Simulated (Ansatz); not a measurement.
## Equilibrium volume per atom of some transition metals, all hcp

Method: PBE-D3(BJ) (PAW; Ansatz, an electronic-structure program). References are measured values corrected to a static lattice.

Values in Å³/atom.

```json
[
 {"solid": "hcp Os", "reference": "13.85¶", "PBE-D3(BJ)": "14.02", "error (%)": "+1.2"},
 {"solid": "hcp Ru", "reference": "13.45¶", "PBE-D3(BJ)": "13.45", "error (%)": "0.0"},
 {"solid": "hcp Y", "reference": "32.95¶", "PBE-D3(BJ)": "31.56", "error (%)": "-4.2"},
 {"solid": "hcp Ti", "reference": "17.50¶", "PBE-D3(BJ)": "16.52", "error (%)": "-5.6"},
 {"solid": "hcp Re", "reference": "14.62¶", "PBE-D3(BJ)": "14.67", "error (%)": "+0.3"},
 {"solid": "hcp Sc", "reference": "24.77¶", "PBE-D3(BJ)": "23.54", "error (%)": "-5.0"},
 {"solid": "hcp Hf", "reference": "22.30¶", "PBE-D3(BJ)": "21.85", "error (%)": "-2.0"},
 {"solid": "hcp Zr", "reference": "23.18¶", "PBE-D3(BJ)": "22.46", "error (%)": "-3.1"},
 {"solid": "hcp Co", "reference": "10.96¶", "PBE-D3(BJ)": "10.55", "error (%)": "-3.7"}
]
```

Over these 9 solids the mean error is -2.5 %, the mean absolute error 2.8 % (median 3.1 %), and the worst case hcp Ti at -5.6 %; the value is too low in 6 of 9 cases.

All these references are brought to a static lattice.

Spin–orbit coupling is left out, also for the solids with elements from indium on (hcp Os, hcp Re, hcp Hf); its size isn't shown.

¶ marks references of a special kind: hcp Os, 13.85 Å³/atom (measured, copied from a table, unchecked, extrapolated to 0 K and zero-point effects removed; as tabulated in Lejaeghere et al. (2013), arXiv:1204.2733); hcp Ru, 13.45 Å³/atom (measured, copied from a table, unchecked, extrapolated to 0 K and zero-point effects removed; as tabulated in Lejaeghere et al. (2013), arXiv:1204.2733); hcp Y, 32.95 Å³/atom (measured, copied from a table, unchecked, extrapolated to 0 K and zero-point effects removed; as tabulated in Lejaeghere et al. (2013), arXiv:1204.2733); hcp Ti, 17.50 Å³/atom (measured, copied from a table, unchecked, extrapolated to 0 K and zero-point effects removed; as tabulated in Lejaeghere et al. (2013), arXiv:1204.2733); hcp Re, 14.62 Å³/atom (measured, copied from a table, unchecked, extrapolated to 0 K and zero-point effects removed; as tabulated in Lejaeghere et al. (2013), arXiv:1204.2733); hcp Sc, 24.77 Å³/atom (measured, copied from a table, unchecked, extrapolated to 0 K and zero-point effects removed; as tabulated in Lejaeghere et al. (2013), arXiv:1204.2733); hcp Hf, 22.30 Å³/atom (measured, copied from a table, unchecked, extrapolated to 0 K and zero-point effects removed; as tabulated in Lejaeghere et al. (2013), arXiv:1204.2733); hcp Zr, 23.18 Å³/atom (measured, copied from a table, unchecked, extrapolated to 0 K and zero-point effects removed; as tabulated in Lejaeghere et al. (2013), arXiv:1204.2733); hcp Co, 10.96 Å³/atom (measured, copied from a table, unchecked, extrapolated to 0 K and zero-point effects removed; as tabulated in Lejaeghere et al. (2013), arXiv:1204.2733).

Differences are worked out from the printed values.

Ansatz's density-functional and Hartree–Fock values are scalar-relativistic unless marked +SOC, with PAW data made under PBE.

Ansatz's runs of these crystals have no spin polarisation, but for hcp Co.

Density-functional runs with spin start from parallel moments for hcp Co.

Of the class's solids with a reference value and a result at some level, none was set aside. Solids without a released value at any level aren't counted. Cubic solids are told by their lattice constant and aren't counted here. Layered and molecular crystals are counted apart. The metals Ce to Yb are counted apart.

References as tabulated in Lejaeghere et al. (2013), arXiv:1204.2733.
